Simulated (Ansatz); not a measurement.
# AlN2H6+ (SMILES [NH2][AlH][NH3+]): one structure at several levels

The task here is to estimate one member of a computed series from the others.

Computed with Ansatz 0.2.0, Gaussian basis. Level: single points in def2-TZVPP.

Cores are frozen in the correlated methods. B3LYP uses VWN-RPA correlation.

### Where the work starts

SMILES `[NH2][AlH][NH3+]`, 9 atoms, charge 1, spin multiplicity 1.

Atoms are counted from 1 here; the program's logs count them from 0.

Bond lengths: N1–Al2 1.745 Å, N1–H4 1.044 Å, N1–H5 0.995 Å, Al2–N3 2.016 Å, Al2–H6 1.499 Å, N3–H7 1.014 Å, N3–H8 1.022 Å, N3–H9 1.036 Å. Angles: Al2–N1–H4 127.2°, Al2–N1–H5 125.5°, H4–N1–H5 106.5°, N1–Al2–N3 114.4°, N1–Al2–H6 143.0°, N3–Al2–H6 102.5°, Al2–N3–H7 110.2°, Al2–N3–H8 109.1°, Al2–N3–H9 112.2°, H7–N3–H8 109.3°, H7–N3–H9 106.4°, H8–N3–H9 109.5°.

As a file:

```xyz
9
charge 1, multiplicity 1
N    -0.83580    0.80420   -1.35310
Al    0.22570    0.80900    0.03190
N     0.48260   -0.99600    0.89230
H    -1.64970    0.17210   -1.52290
H    -0.87140    1.50670   -2.05730
H     1.10120    1.69460    0.86620
H     1.46910   -1.17630    1.04100
H     0.09500   -1.71710    0.28000
H     0.03080   -1.05370    1.82240
```

The first run:

Input file run/in.yaml:

```yaml
crystal:
  periodic: [false, false, false]
  atoms:
    - {symbol: N, position_ang: [-0.835800, 0.804200, -1.353100]}
    - {symbol: Al, position_ang: [0.225700, 0.809000, 0.031900]}
    - {symbol: N, position_ang: [0.482600, -0.996000, 0.892300]}
    - {symbol: H, position_ang: [-1.649700, 0.172100, -1.522900]}
    - {symbol: H, position_ang: [-0.871400, 1.506700, -2.057300]}
    - {symbol: H, position_ang: [1.101200, 1.694600, 0.866200]}
    - {symbol: H, position_ang: [1.469100, -1.176300, 1.041000]}
    - {symbol: H, position_ang: [0.095000, -1.717100, 0.280000]}
    - {symbol: H, position_ang: [0.030800, -1.053700, 1.822400]}
basis:
  gaussian: {orbitals: def2-TZVPP}
total_charge: 1
correlation: {method: ccsd_t}
output: {forces: true}
```

On the command line:

```sh
$ ansatz run in.yaml --threads 4 --pin off --events-out ev --progress --plain --max-ram 5222MiB
```

Steps of the session up to this table: CCSD(T)/def2-TZVPP; PBE0-D4/def2-TZVPP; wB97M-V/def2-TZVPP; r2SCAN-D4/def2-TZVPP; PBE-D4/def2-TZVPP; BHLYP-D4/def2-TZVPP; B3LYP-D4/def2-TZVPP.

One of the session's tables, all rows but one given; the rest of the session is left out.

| method | RMS force component (eV/Å) | angle to CCSD(T) forces (°) |
| --- | --- | --- |
| CCSD(T) | 0.587 | reference |
| PBE0-D4 | 0.602 | 5.6 |
| wB97M-V | 0.576 | 4.6 |
| r2SCAN-D4 | 0.590 | 4.6 |
| PBE-D4 | ? | ? |
| BHLYP-D4 | 0.632 | 16.7 |
| B3LYP-D4 | 0.573 | 3.2 |

Q: Estimate the row for PBE-D4 from the others.

The run gave: RMS force component (eV/Å): 0.588; angle to CCSD(T) forces (°): 15.1. In the column «RMS force component (eV/Å)» it lies between CCSD(T) (0.587) and r2SCAN-D4 (0.590).

To keep in mind: CCSD(T) in triple zeta still lacks some correlation energy of the bonds, so part of these gaps is its own basis error and they don't rank the functionals.
